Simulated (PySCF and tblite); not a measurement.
The numbers below are computed, except where a source is named.
System: C6H10, numbered as in [CH2:1]=[C:2]([CH3:3])[C:4](=[CH2:5])[CH3:6].

Level: revPBE/pcSseg-1 + D3(BJ), IEF-PCM acetone on PBE0-D3(BJ)/def2-SVP stationary points, with GFN2-xTB thermal terms. Rates follow Eyring's equation with the number of equivalent paths and no tunnelling. Run with tblite and PySCF.

Problem. How high is the barrier to the rotation about the C2–C4 bond (torsion C1–C2–C4–C5 from -180° to -43°, rising), through which structure does it pass, and what rate follows at 298 K?

Solution. The electronic barrier is 4.0 kcal/mol and ΔG‡(298 K) 3.3 kcal/mol, over a C2 saddle with an imaginary mode of 44i cm⁻¹ (GFN2-xTB). With 2 equivalent paths, k is 4.4×10¹⁰ s⁻¹, a mean lifetime of the start of 23 ps against this motion. The end lies 1.8 kcal/mol above the start in free energy.
